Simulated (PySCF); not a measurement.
trimethylamine cation (C3H9N), SMILES CN(C)C (connectivity only; charge and spin as stated), charge +1, multiplicity 2.

Geometry optimised at B3LYP-D3(BJ)/def2-SVP. The multiplicity is an assumed one; no other spin state was optimised.

These are B3LYP-D3(BJ)/def2-SVP run with PySCF values and carry that method's errors.

Frequencies are harmonic and unscaled.

Modes within 1.5 cm⁻¹ of each other (mostly degenerate sets) share a row, with their intensities summed.

```json
[
 {"mode": "1–2", "ν (cm⁻¹)": "81", "IR (km/mol)": "0.0", "moving atoms (share of kinetic energy)": "H 95 %"},
 {"mode": "3", "ν (cm⁻¹)": "110", "IR (km/mol)": "5.6", "moving atoms (share of kinetic energy)": "H 92 %"},
 {"mode": "4", "ν (cm⁻¹)": "343", "IR (km/mol)": "3.4", "moving atoms (share of kinetic energy)": "N 50 %, H 43 %"},
 {"mode": "5–6", "ν (cm⁻¹)": "420", "IR (km/mol)": "0.2", "moving atoms (share of kinetic energy)": "C 51 %, H 39 %, N 10 %"},
 {"mode": "7", "ν (cm⁻¹)": "789", "IR (km/mol)": "0.0", "moving atoms (share of kinetic energy)": "C 82 %, H 18 %"},
 {"mode": "8–9", "ν (cm⁻¹)": "1006", "IR (km/mol)": "0.0", "moving atoms (share of kinetic energy)": "H 81 %, C 19 %"},
 {"mode": "10–11", "ν (cm⁻¹)": "1027", "IR (km/mol)": "9.7", "moving atoms (share of kinetic energy)": "H 45 %, C 38 %, N 17 %"},
 {"mode": "12", "ν (cm⁻¹)": "1079", "IR (km/mol)": "0.0", "moving atoms (share of kinetic energy)": "H 81 %, C 19 %"},
 {"mode": "13", "ν (cm⁻¹)": "1120", "IR (km/mol)": "4.5", "moving atoms (share of kinetic energy)": "H 62 %, C 20 %, N 17 %"},
 {"mode": "14–15", "ν (cm⁻¹)": "1292", "IR (km/mol)": "51.3", "moving atoms (share of kinetic energy)": "H 43 %, N 32 %, C 25 %"},
 {"mode": "16", "ν (cm⁻¹)": "1386", "IR (km/mol)": "0.0", "moving atoms (share of kinetic energy)": "H 92 %, C 8 %"},
 {"mode": "17–18", "ν (cm⁻¹)": "1397", "IR (km/mol)": "38.3", "moving atoms (share of kinetic energy)": "H 83 %, N 10 %"},
 {"mode": "19–20", "ν (cm⁻¹)": "1424", "IR (km/mol)": "0.0", "moving atoms (share of kinetic energy)": "H 96 %"},
 {"mode": "21", "ν (cm⁻¹)": "1428", "IR (km/mol)": "67.3", "moving atoms (share of kinetic energy)": "H 96 %"},
 {"mode": "22–23", "ν (cm⁻¹)": "1465", "IR (km/mol)": "32.9", "moving atoms (share of kinetic energy)": "H 86 %"},
 {"mode": "24", "ν (cm⁻¹)": "1480", "IR (km/mol)": "0.0", "moving atoms (share of kinetic energy)": "H 90 %, C 10 %"},
 {"mode": "25–26", "ν (cm⁻¹)": "3003", "IR (km/mol)": "65.8", "moving atoms (share of kinetic energy)": "H 97 %"},
 {"mode": "27", "ν (cm⁻¹)": "3014", "IR (km/mol)": "0.0", "moving atoms (share of kinetic energy)": "H 97 %"},
 {"mode": "28", "ν (cm⁻¹)": "3076", "IR (km/mol)": "23.2", "moving atoms (share of kinetic energy)": "H 91 %, C 9 %"},
 {"mode": "29–30", "ν (cm⁻¹)": "3079", "IR (km/mol)": "0.0", "moving atoms (share of kinetic energy)": "H 91 %, C 9 %"},
 {"mode": "31–33", "ν (cm⁻¹)": "3185", "IR (km/mol)": "14.9", "moving atoms (share of kinetic energy)": "H 90 %, C 10 %"}
]
```
